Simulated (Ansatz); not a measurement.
# BH₂S₂ radical (SMILES S[B]S): one structure at several levels

The task here is to estimate one member of a computed series from the others.

Method: single points in def2-TZVPP; program: Ansatz 0.2.0, Gaussian basis.

Cores are frozen in the correlated methods. Orbitals are unrestricted. B3LYP uses VWN-RPA correlation.

### The starting structure

SMILES `S[B]S`, 5 atoms, charge 0, spin multiplicity 2.

Atoms are counted from 1 here; the program's logs count them from 0.

Bond lengths: S1–B2 1.742 Å, S1–H4 1.377 Å, B2–S3 1.802 Å, S3–H5 1.288 Å. Angles: B2–S1–H4 99.6°, S1–B2–S3 122.8°, B2–S3–H5 99.5°.

As a file:

```csv
atom,x (Å),y (Å),z (Å)
S1,-1.38150,0.10450,-0.87310
B2,-0.06080,-0.05760,0.25050
S3,1.63250,0.40060,-0.16240
H4,-2.36100,-0.56400,-0.17260
H5,2.20970,0.10950,0.95150
```

Set-up of the first run:

Contents of run/in.yaml:

```yaml
crystal:
  periodic: [false, false, false]
  atoms:
    - {symbol: S, position_ang: [-1.381500, 0.104500, -0.873100]}
    - {symbol: B, position_ang: [-0.060800, -0.057600, 0.250500]}
    - {symbol: S, position_ang: [1.632500, 0.400600, -0.162400]}
    - {symbol: H, position_ang: [-2.361000, -0.564000, -0.172600]}
    - {symbol: H, position_ang: [2.209700, 0.109500, 0.951500]}
basis:
  gaussian: {orbitals: def2-TZVPP}
magnetization: {spin_polarized: true, initial_magnetization: 1}
correlation: {method: ccsd_t}
scf: {omitted_lower_state_checks: [cluster_reference]}
output: {forces: true}
```

Started as:

```
> ansatz run in.yaml --threads 4 --pin off --events-out ev --progress --plain --max-ram 5222MiB
```

Among the steps run: CCSD(T)/def2-TZVPP; PBE0-D4/def2-TZVPP; wB97M-V/def2-TZVPP; r2SCAN-D4/def2-TZVPP; PBE-D4/def2-TZVPP; B3LYP-D4/def2-TZVPP; r2SCAN0-D4/def2-TZVPP.

One of the session's tables, all rows but one given; the rest of the session is left out.

| method | RMS force component (eV/Å) | angle to CCSD(T) forces (°) | dipole (D) |
| --- | --- | --- | --- |
| CCSD(T) | 0.785 | reference | 0.93 |
| PBE0-D4 | 0.789 | 11.5 | 1.00 |
| wB97M-V | 0.764 | 9.9 | 0.95 |
| r2SCAN-D4 | 0.785 | 10.2 | 1.02 |
| PBE-D4 | ? | ? | ? |
| B3LYP-D4 | 0.766 | 8.8 | 0.95 |
| r2SCAN0-D4 | 0.769 | 11.5 | 1.10 |

Q: Estimate the row for PBE-D4 from the others.

As computed: RMS force component (eV/Å): 0.831; angle to CCSD(T) forces (°): 15.7; dipole (D): 0.86. In the column «RMS force component (eV/Å)» it is the highest.

To keep in mind: CCSD(T) in triple zeta still lacks some correlation energy of the bonds, so part of these gaps is its own basis error and they don't rank the functionals.
